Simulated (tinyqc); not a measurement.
Inside a calculation. Method: UHF in the sto-3g basis, for LiH+, spin multiplicity 2. One step of it, computed by the program tinyqc.

Question. Iteration 2: DIIS coefficients. Solve [B -1; -1 0][c; lambda] = [0; -1] for the coefficients, which sum to one.

B (overlaps of the stored error matrices):
```
,1,2
1,7.0835427e-02,-1.6627986e-02
2,-1.6627986e-02,2.6256939e-02
```

Give: DIIS coefficients.

Answer.

DIIS coefficients: 0.3290  0.6710
